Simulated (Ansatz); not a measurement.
```yaml
atoms:
  - { symbol: C, position_ang: [0.0363, -0.0065, 0.0338] }
  - { symbol: O, position_ang: [0.0015, 0.0114, 1.1513] }
  - { symbol: O, position_ang: [-0.0135, 1.0982, -0.7416] }
  - { symbol: C, position_ang: [0.0200, 2.3128, -0.1235] }
  - { symbol: H, position_ang: [0.0084, -0.9810, -0.4465] }
  - { symbol: H, position_ang: [-0.0371, 3.1275, -0.8034] }
  - { symbol: H, position_ang: [-0.8900, 2.3878, 0.4928] }
  - { symbol: H, position_ang: [0.9296, 2.4203, 0.5655] }
```

RHF-MP2 on singlet C₂H₄O₂ was run in several spherical basis sets with Ansatz (development build ahead of 0.2.0). Frozen core: 4 orbitals. Caution for RHF-MP2: no unrestricted run beside it, a lower state can exist.

(1) Rank the basis sets by the total energy that they give, lowest first, with the distance from the lowest.
A. 6-31G(d)
B. cc-pVDZ
C. def2-SVP

Answers

(1) B (0.00 eV), A (1.59 eV), C (5.21 eV).

Totals follow the description of the cores as much as that of the bonds, so this order isn't one of quality for chemistry.
